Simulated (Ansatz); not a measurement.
**C₄H₇NO: one species, many methods**

The task here is to estimate one member of a computed series from the others.

Program: Ansatz 0.2.0, Gaussian basis. Level of theory: functionals in def2-TZVPP, the program's frozen cores in correlated methods. These are calculated values, not measurements.

The runs, in order: PBE-D4, r2SCAN-D4, PBE0-D4, B3LYP-D4, ωB97X-V, ωB97M-V, B2PLYP; CCSD(T)/def2-TZVPP; MP2/def2-QZVPP; extrapolation to the limit.

**The geometry**

All runs share one geometry, relaxed beforehand with PBE0-D4 in a triple-zeta def2 set.

SMILES `C#CCNCO`, 13 atoms, charge 0, spin multiplicity 1.

Atoms are counted from 1 here; the program's logs count them from 0.

Bond lengths: C1–C2 1.201 Å, C1–H7 1.064 Å, C2–C3 1.465 Å, C3–N4 1.451 Å, C3–H8 1.095 Å, C3–H9 1.094 Å, N4–C5 1.445 Å, N4–H10 1.014 Å, C5–O6 1.397 Å, C5–H11 1.097 Å, C5–H12 1.100 Å, O6–H13 0.963 Å. Angles: C2–C1–H7 179.5°, C1–C2–C3 177.8°, C2–C3–N4 115.2°, C2–C3–H8 109.0°, C2–C3–H9 109.0°, N4–C3–H8 108.4°, N4–C3–H9 108.6°, H8–C3–H9 106.3°, C3–N4–C5 114.3°, C3–N4–H10 110.1°, C5–N4–H10 109.3°, N4–C5–O6 110.1°, N4–C5–H11 114.0°, N4–C5–H12 107.0°, O6–C5–H11 105.7°, O6–C5–H12 112.2°, H11–C5–H12 107.9°, C5–O6–H13 106.7°.

Set-up of the first run:

File in.yaml:

```yaml
crystal:
  periodic: [false, false, false]
  atoms:
    - {symbol: C, position_ang: [1.742049, -1.581493, -1.326083]}
    - {symbol: C, position_ang: [1.159584, -1.231309, -0.336121]}
    - {symbol: C, position_ang: [0.446708, -0.751205, 0.849766]}
    - {symbol: N, position_ang: [-0.054977, 0.606903, 0.760333]}
    - {symbol: C, position_ang: [-1.035266, 0.812351, -0.280719]}
    - {symbol: O, position_ang: [-1.632536, 2.067128, -0.136517]}
    - {symbol: H, position_ang: [2.257928, -1.900056, -2.200882]}
    - {symbol: H, position_ang: [-0.397608, -1.418892, 1.052649]}
    - {symbol: H, position_ang: [1.109209, -0.821304, 1.717113]}
    - {symbol: H, position_ang: [0.714520, 1.254137, 0.629598]}
    - {symbol: H, position_ang: [-0.618243, 0.796437, -1.295430]}
    - {symbol: H, position_ang: [-1.765107, -0.007625, -0.203038]}
    - {symbol: H, position_ang: [-1.905659, 2.140024, 0.784028]}
basis:
  gaussian: {orbitals: def2-TZVPP}
hamiltonian: {xc: pbe, dispersion: d4}
output: {forces: true, orbitals: {seedname: orbitals}}
```

On the command line:

```
> ansatz run in.yaml --threads 4 --pin off --events-out ev --progress --plain --max-ram 10444MiB
```

Among the steps run: PBE-D4 (GGA); r2SCAN-D4 (meta-GGA); PBE0-D4 (hybrid); B3LYP-D4 (hybrid); ωB97X-V (range-separated); ωB97M-V (range-separated); B2PLYP (double hybrid); CCSD(T) in def2-TZVPP; MP2 in def2-QZVPP.

One of the session's tables, all rows but one given; the rest of the session is left out.

| method | atomisation energy (kJ/mol) |
| --- | --- |
| PBE-D4 | 5441.1 |
| r2SCAN-D4 | 5268.4 |
| PBE0-D4 | 5307.1 |
| B3LYP-D4 | 5276.4 |
| ωB97X-V | ? |
| ωB97M-V | 5288.2 |
| B2PLYP | 5225.5 |
| HF/def2-TZVPP | 3686.6 |
| MP2/def2-TZVPP | 5240.1 |
| CCSD/def2-TZVPP | 5027.2 |
| CCSD(T)/def2-TZVPP | 5121.0 |
| MP2/CBS | 5385.2 |
| CCSD(T)/CBS | 5266.1 |

**Question.** Estimate the row for ωB97X-V.

As computed: atomisation energy (kJ/mol): 5272.3. In the column «atomisation energy (kJ/mol)» it lies between r2SCAN-D4 (5268.4) and B3LYP-D4 (5276.4).

Caveats from the session: Free atoms (4 C, 1 N, 1 O, 7 H) were run apart at each level; the atomisation energy is their sum less the molecule, without zero-point or spin-orbit terms.
